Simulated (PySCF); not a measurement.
# Two-dimensional NMR puzzle

Compound of formula C₂HF₂N. Correlations simulated from computed shifts and the bond graph:

HSQC (one-bond C–H):
```csv
δH,δC
6.14,107.1
```

HMBC (two and three bonds, from the bond graph):
```csv
δH,δC
6.14,117.8
```

Carbons without hydrogens: δ 117.8.

- PBE0-D3(BJ)/def2-TZVP geometry
- GIAO B97-2/pcSseg-2 shieldings
- code: PySCF 2.14.0 with density-fitted response routines
- no solvent, non-relativistic, single conformer, equivalent nuclei averaged

References, each an isolated molecule treated in the same way: TMS for 1H and 13C.

Exchangeable hydrogens are left out of these lists.

**Question.** Work out the connectivity.

**Answer.** Difluoroacetonitrile (N#CC(F)F).

Mapped SMILES: `[N:1]#[C:2][CH:3]([F:4])[F:5]` (H(Xn): hydrogen on atom n).

δC 117.8 is C2, a nitrile carbon. δC 107.1 is C3, an sp3 CH bonded to 2 F, α to a nitrile (δH 6.14). HMBC from δH 6.14 reaches the proton-free carbon C2.

Shifts are as computed. Against solution values, carbons near 30 ppm lie about +3 ppm off and those near 130 ppm about +7 ppm. Of 1211 compounds with measured shifts, 218 miss one by over three times the rms of a fit or turn the order of signals round; such compounds aren't used in these exercises.
